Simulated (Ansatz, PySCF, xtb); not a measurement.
Homolysis of single bonds, series Ga Cl-CH3. All species are isolated molecules in the gas phase. Strings in code marks are SMILES.

Quantity: homolytic bond dissociation enthalpy at 298 K (no spin–orbit term), in eV. Thermal and zero-point terms are GFN2-xTB rigid-rotor harmonic values (xtb).

Level 1: frozen-core CCSD(T)/cc-pVTZ // PBE0-D4/def2-TZVP (Ansatz, an electronic-structure program)
Level 2: PBE-D3(BJ)/def2-TZVP // PBE0-D4/def2-TZVP (PySCF)
Level 3: frozen-core MP2/cc-pVTZ // PBE0-D4/def2-TZVP (Ansatz)
Level 4: B3LYP/6-311+G** (LANL2DZ on Ga) // PBE0-D4/def2-TZVP (PySCF)

```tsv
species	level 2	level 3	level 4
Ga–Cl bond of `[CH3][Ga]([CH3])[Cl]`, giving `[CH3][Ga][CH3]` and `[Cl]`	4.77	5.00	4.46
C–Ga bond of `[CH3][Ga]([CH3])[Cl]`, giving `[CH3]` and `[CH3][Ga][Cl]`	3.18	3.55	3.01
C–Ga bond of `[CH3][Ga]([Cl])[Cl]`, giving `[CH3]` and `[Cl][Ga][Cl]`	3.20	3.57	3.04
Cl–Ga bond of `[Cl][Ga]([Cl])[Cl]`, giving `[Cl]` and `[Cl][Ga][Cl]`	4.18	4.51	3.78
Ga–Cl bond of `[CH3][Ga]([Cl])[Cl]`, giving `[CH3][Ga][Cl]` and `[Cl]`	4.44	4.75	4.10
```

### Question
What does level 1 give for each?

### Answer

- Ga–Cl bond of `[CH3][Ga]([CH3])[Cl]`, giving `[CH3][Ga][CH3]` and `[Cl]`: 4.78
- C–Ga bond of `[CH3][Ga]([CH3])[Cl]`, giving `[CH3]` and `[CH3][Ga][Cl]`: 3.39
- C–Ga bond of `[CH3][Ga]([Cl])[Cl]`, giving `[CH3]` and `[Cl][Ga][Cl]`: 3.42
- Cl–Ga bond of `[Cl][Ga]([Cl])[Cl]`, giving `[Cl]` and `[Cl][Ga][Cl]`: 4.29
- Ga–Cl bond of `[CH3][Ga]([Cl])[Cl]`, giving `[CH3][Ga][Cl]` and `[Cl]`: 4.51
